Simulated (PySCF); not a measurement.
Species: C4H12PS (charge +1).
Bonds: C1–S2, S2–C3, C3–P4, P4–C5, P4–C6. Hydrogens: H7, H8, H9 on C1; H10, H11 on C3; H12 on P4; H13, H14, H15 on C5; H16, H17, H18 on C6.

Torsions of this conformer, `[CH3:1][S:2][CH2:3][PH+:4]([CH3:5])[CH3:6]`: C1–S2–C3–P4 101°, S2–C3–P4–C5 -60°.

The closed-shell ground state was solved at several levels (PySCF, density fitting, gas phase, non-relativistic). One conformer (not necessarily the lowest) at the PBE0-D3(BJ)/def2-SVP geometry, without solvent, vibrations or thermal averaging.

```csv
level,basis functions,HOMO (eV),LUMO (eV),gap (eV)
B3LYP/def2-SVPD,227,-10.63,-4.24,6.39
PBE0/pcSseg-1,176,-10.92,-3.99,6.93
```

What might B3LYP/pcSseg-1 (176 basis functions) give for the same quantities?

HOMO -10.69 eV, LUMO -4.20 eV, gap 6.49 eV.

Over all these levels, which gives the widest orbital gap and which the narrowest?

PBE0/pcSseg-1 (global hybrid, 25 % exact exchange) has the widest, 6.93 eV, and B3LYP/def2-SVPD (global hybrid, 20 % exact exchange) the narrowest, 6.39 eV. Functional and basis both differ between the two, so the spread mixes both effects.
